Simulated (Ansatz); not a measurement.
Total energies of Si₂B (the lowest doublet isomer of a short search) from Ansatz at PBE0-D4/def2-TZVP, gas phase (1 Eh = 27.2114 eV = 2625.5 kJ/mol). The reference geometry is relaxed at PBE0-D4/def2-TZVP.

```xyz
3

B    -0.832   -0.170   -0.394
Si   -0.007   -0.284    1.250
Si    0.839    0.454   -0.856
```

| state | geometry | energy (Eh) |
| --- | --- | --- |
| charge 0 doublet | reference | -603.42280 |
| charge 1 triplet | reference | -603.10459 |
| charge 0 quartet | relaxed at PBE0-D4/def2-TZVP | -603.39037 |
| free B atom (doublet) | – | -24.61828 |
| free Si atom (triplet) | – | -289.24943 |

(1) Work out the vertical ionisation energy to the triplet.

(2) Which of the charge 0 states is lowest, and how far above it are the others?

(3) What is the binding energy per atom against free atoms?

(1) E(charge 1 triplet) − E(charge 0 doublet) = -603.10459 − (-603.42280) = 0.31821 Eh = 8.66 eV. For comparison, −ε of the highest occupied level of the spin that leaves is 6.76 eV at this level, 1.90 eV less.

(2) The doublet. quartet: -603.39037 − (-603.42280) = 0.03243 Eh = 85.1 kJ/mol.

(3) Atoms: 1 × (-24.61828) + 2 × (-289.24943) = -603.11714 Eh. Binding: -603.11714 − (-603.42280) = 0.30566 Eh = 8.32 eV, or 2.77 eV for each of 3 atoms (no zero-point energy, no counterpoise term).

The structure comes from a short search, and lower isomers may exist.
